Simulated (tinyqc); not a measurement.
The integration grid: Kohn-Sham LDA (VWN5) on finer and finer grids in the sto-6g basis, for H2F+, spin multiplicity 1. Computed by the program tinyqc with PySCF. Self-consistent on each grid; the net force on the molecule should vanish.

Geometry (angstrom):
```
atom,x,y,z
F,0.0000,0.0000,0.0000
H,0.0000,0.7800,0.6550
H,0.0000,-0.7800,0.6550
```

Kohn-Sham energy on Becke grids (radial x angular points per atom):
```
grid,points,residual of the electron count,E (hartree),E - finest (mhartree),largest net force without grid terms (hartree/bohr)
10 x 14,416,3.02e-02,-99.561917,-73.722799,3.16e-04
15 x 26,1156,1.10e-02,-99.475872,12.321404,1.58e-02
20 x 50,2978,6.39e-04,-99.488233,-0.039410,1.45e-03
30 x 86,7728,1.94e-04,-99.488264,-0.069804,2.65e-04
50 x 194,29048,-2.36e-06,-99.488193,0.001164,1.81e-05
75 x 302,67888,-9.03e-08,-99.488194,0.000052,5.66e-06
120 x 590,212160,-7.38e-09,-99.488194,0.000000,2.53e-06
```

What does the comparison show, and why?

The energy is within 0.1 mhartree of the finest grid first at 20 x 50. The error has both signs, since quadrature is not variational. The electron count and the net force are cheap signs of a poor grid.
